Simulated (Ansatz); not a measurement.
Input (CCSDT(Q)/cc-pVDZ; Ansatz, an electronic-structure program):

Ansatz 0.2 input:
```yaml
crystal:
  periodic: [false, false, false]
  atoms:
    - {symbol: C, position_ang: [-1.15560758, -0.01939183, -0.01978464]}
    - {symbol: C, position_ang: [0.24087785, -0.01165574, -0.00989118]}
    - {symbol: N, position_ang: [1.44282811, 0.00934582, 0.01142975]}
    - {symbol: H, position_ang: [-1.58379932, -0.76761383, -0.68871887]}
    - {symbol: H, position_ang: [-1.51517606, -0.12623595, 1.03235025]}
    - {symbol: H, position_ang: [-1.51244297, 1.01471445, -0.24558477]}
basis:
  gaussian:
    orbitals: cc-pVDZ
total_charge: 1
magnetization: {spin_polarized: true, initial_magnetization: 1}
correlation: {method: ccsdt_q, electrons: outside_noble_gas}
```

Output:

```
Functional definition: HF
integrals: 0.06 GiB planned
1064 factors; integrals over basis functions are off by at most 1.8e-7 eV
mean field: 0.15 GiB planned
mean field evaluation 1: about -3576.6939 eV, gradient 1.9e1 eV
mean field evaluation 2: about -3576.6962 eV, gradient 1.9e1 eV
mean field evaluation 4: about -3579.2050 eV, gradient 3.3e0 eV
mean field evaluation 8: about -3579.3750 eV, gradient 1.8e-1 eV
mean field evaluation 16: about -3578.7837 eV, gradient 9.0e0 eV
mean field evaluation 32: about -3579.3799 eV, gradient 6.2e-4 eV
mean field evaluation 64: about -3579.2585 eV, gradient 3.4e0 eV
mean field evaluation 96: about -3579.2568 eV, gradient 1.6e-2 eV
mean field evaluation 128: about -3578.2379 eV, gradient 6.3e-4 eV
mean field evaluation 160: about -3579.2568 eV, gradient 5.4e-3 eV
mean field evaluation 192: about -3578.2379 eV, gradient 1.8e-3 eV
mean field evaluation 224: about -3579.3790 eV, gradient 7.5e-2 eV
mean field evaluation 256: about -3579.2568 eV, gradient 1.2e-6 eV
mean field -3579.37992479 eV, -131.5397860452 hartree, gradient 2.7e-6 eV, S^2 0.778735; 14 other end points of the search recorded, 0 dependent functions left out
determinant -3579.37992479 eV, -131.5397860452 hartree, with singles and doubles -3590.41719136 eV, -131.9453981104 hartree
determinant -3579.25680533 eV, -131.5352614883 hartree, with singles and doubles -3590.25271856 eV, -131.9393538463 hartree
determinant -3578.23787167 eV, -131.4978163670 hartree, with singles and doubles -3589.35349098 eV, -131.9063078422 hartree
determinant -3579.37992479 eV, -131.5397860452 hartree, with singles and doubles -3590.42028342 eV, -131.9455117413 hartree
determinant -3579.25680533 eV, -131.5352614883 hartree, with singles and doubles -3590.25476269 eV, -131.9394289669 hartree
3 core orbitals not correlated
reference -3579.37992479 eV, -131.5397860452 hartree; 8, 7 occupied and 46, 47 virtual orbitals, 1064 factors
second order -10.01194706 eV of doubles, -0.00000000 eV of singles
coupled cluster: 1.63 GiB planned
cycle   1  -10.55991042 eV  change   -5.5e-1 eV  update   1.0e-1
cycle   2  -11.12505862 eV  change   -5.7e-1 eV  update   4.8e-2
cycle   3  -11.49987816 eV  change   -3.7e-1 eV  update   3.2e-2
cycle   4  -11.48229431 eV  change    1.8e-2 eV  update   1.5e-2
cycle   5  -11.46364176 eV  change    1.9e-2 eV  update   1.2e-2
cycle   6  -11.47933760 eV  change   -1.6e-2 eV  update   5.4e-3
cycle   7  -11.48461225 eV  change   -5.3e-3 eV  update   3.3e-3
cycle   8  -11.48335692 eV  change    1.3e-3 eV  update   1.4e-3
cycle   9  -11.48388101 eV  change   -5.2e-4 eV  update   8.3e-4
cycle  10  -11.48439162 eV  change   -5.1e-4 eV  update   3.1e-4
cycle  11  -11.48442996 eV  change   -3.8e-5 eV  update   1.4e-4
cycle  12  -11.48461663 eV  change   -1.9e-4 eV  update   5.8e-5
cycle  13  -11.48464698 eV  change   -3.0e-5 eV  update   2.5e-5
cycle  14  -11.48465634 eV  change   -9.4e-6 eV  update   1.4e-5
cycle  15  -11.48466600 eV  change   -9.7e-6 eV  update   7.9e-6
cycle  16  -11.48466865 eV  change   -2.6e-6 eV  update   5.6e-6
cycle  17  -11.48466978 eV  change   -1.1e-6 eV  update   3.1e-6
cycle  18  -11.48467021 eV  change   -4.2e-7 eV  update   1.9e-6
coupled cluster: 1.63 GiB planned
perturbative correction -0.03592274 eV, -0.0013201363 hartree
Total energy: -3590.90051774 eV, -131.9631600272 hartree
```
